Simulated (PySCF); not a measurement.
Compound: C5H9F.
Numbering: `[CH2:1]=[CH:2][C@H:3]([CH3:4])[CH2:5][F:6]` (hydrogens: H7, H8 on C1; H9 on C2; H10 on C3; H11, H12, H13 on C4; H14, H15 on C5)

The same species was optimised twice, with GFN2-xTB and with PBE0-D3(BJ)/def2-SVP (PySCF), and the same property calculations (PySCF, gas phase) were run on both structures.

```tsv
coordinate	GFN2-xTB	PBE0-D3(BJ)/def2-SVP	change
C1=C2 (Å)	1.319	1.333	+0.014
C3–C5 (Å)	1.532	1.522	-0.010
C5–F6 (Å)	1.373	1.376	+0.003
C3–C4 (Å)	1.530	1.529	-0.001
C2–C3 (Å)	1.501	1.502	+0.001
C2–C3–C4 (°)	110.3	111.2	+0.9
C1–C2–C3 (°)	124.4	125.2	+0.8
C2–C3–C5 (°)	110.1	110.8	+0.7
C3–C5–F6 (°)	111.1	110.4	-0.7
C4–C3–C5 (°)	110.3	110.7	+0.4
C1–C2–C3–C4 (°)	-117	-113	+4
C2–C3–C5–F6 (°)	61	64	+3
```

Rotational constants: A = 5056, B = 2485, C = 2000 MHz (GFN2-xTB) against A = 5131, B = 2435, C = 1977 MHz (PBE0-D3(BJ)/def2-SVP). Point groups within 0.08 Å: C1 and C1.

On the GFN2-xTB structure: lowest triplet, Tamm–Dancoff (eV) 4.53 [CAM-B3LYP/def2-SVPD]; isotropic polarisability (au) 62.6 [CAM-B3LYP/def2-SVPD]; HOMO (eV) -8.98 [CAM-B3LYP/def2-SVPD]; LUMO (eV) 1.32 [CAM-B3LYP/def2-SVPD]; dipole (D) 1.73 [CAM-B3LYP/def2-SVPD]; HOMO (eV) -7.59 [PBE0/pcSseg-1]; LUMO (eV) 0.34 [PBE0/pcSseg-1]; dipole (D) 1.65 [PBE0/pcSseg-1]; GIAO shielding of C1 (ppm) 66.5 [PBE0/pcSseg-1]; GIAO shielding of C2 (ppm) 36.4 [PBE0/pcSseg-1]; GIAO shielding of C3 (ppm) 139.8 [PBE0/pcSseg-1]; GIAO shielding of C4 (ppm) 167.5 [PBE0/pcSseg-1]; GIAO shielding of C5 (ppm) 95.8 [PBE0/pcSseg-1]; GIAO shielding of F6 (ppm) 436.7 [PBE0/pcSseg-1].

Problem. What do these properties become on the PBE0-D3(BJ)/def2-SVP structure?

Solution. 
| property | level | on GFN2-xTB | on PBE0-D3(BJ)/def2-SVP | change |
| --- | --- | --- | --- | --- |
| lowest triplet, Tamm–Dancoff (eV) | CAM-B3LYP/def2-SVPD | 4.53 | 4.39 | -0.14 |
| isotropic polarisability (au) | CAM-B3LYP/def2-SVPD | 62.6 | 63.7 | +1.1 |
| HOMO (eV) | CAM-B3LYP/def2-SVPD | -8.98 | -8.95 | +0.03 |
| LUMO (eV) | CAM-B3LYP/def2-SVPD | 1.32 | 1.25 | -0.07 |
| dipole (D) | CAM-B3LYP/def2-SVPD | 1.73 | 1.72 | -0.01 |
| energy, GFN2-xTB geometry as zero (kcal/mol) | CAM-B3LYP/def2-SVPD | 0.0 | -0.7 | -0.7 |
| HOMO (eV) | PBE0/pcSseg-1 | -7.59 | -7.56 | +0.03 |
| LUMO (eV) | PBE0/pcSseg-1 | 0.34 | 0.25 | -0.09 |
| dipole (D) | PBE0/pcSseg-1 | 1.65 | 1.65 | 0.00 |
| energy, GFN2-xTB geometry as zero (kcal/mol) | PBE0/pcSseg-1 | 0.0 | -0.5 | -0.5 |
| GIAO shielding of C1 (ppm) | PBE0/pcSseg-1 | 66.5 | 62.6 | -3.9 |
| GIAO shielding of C2 (ppm) | PBE0/pcSseg-1 | 36.4 | 33.6 | -2.8 |
| GIAO shielding of C3 (ppm) | PBE0/pcSseg-1 | 139.8 | 139.5 | -0.3 |
| GIAO shielding of C4 (ppm) | PBE0/pcSseg-1 | 167.5 | 165.1 | -2.4 |
| GIAO shielding of C5 (ppm) | PBE0/pcSseg-1 | 95.8 | 95.5 | -0.3 |
| GIAO shielding of F6 (ppm) | PBE0/pcSseg-1 | 436.7 | 433.4 | -3.3 |

The heavy atoms differ by 0.027 Å rms after alignment. Among bonds between heavy atoms C1=C2 changes most (+0.014 Å). Changes are differences of the printed values. Neither structure is proved a minimum here.

Conformer computed: `[CH2:1]=[CH:2][C@H:3]([CH3:4])[CH2:5][F:6]`: C1–C2–C3–C4 -113°, C2–C3–C5–F6 64°.
